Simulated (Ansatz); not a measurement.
## How the smallest direct gap on the k points sampled of rock-salt KI moves with the method

No measured value is used here.

Problem. Put these levels in order of the smallest direct gap on the k points sampled that they give for rock-salt KI, smallest first: G0W0@HSE06 (Ansatz, an electronic-structure program), LDA+SOC (Ansatz), r²SCAN+SOC (Ansatz), r²SCAN0 (Ansatz).

Solution. LDA+SOC (3.28 eV), r²SCAN+SOC (4.30 eV), r²SCAN0 (5.99 eV), G0W0@HSE06 (6.62 eV)

Computed values are for a static lattice. Levels without +SOC have no spin–orbit coupling; where heavier elements are present it shifts gaps, mostly down, and can invert bands.  G0W0@HSE06: GW on a hybrid start was not checked against another program. Values are at the measured cell. Cutoffs and k meshes differ between the levels. Ansatz's density-functional and Hartree–Fock values are scalar-relativistic unless marked +SOC, with PAW data made under PBE.
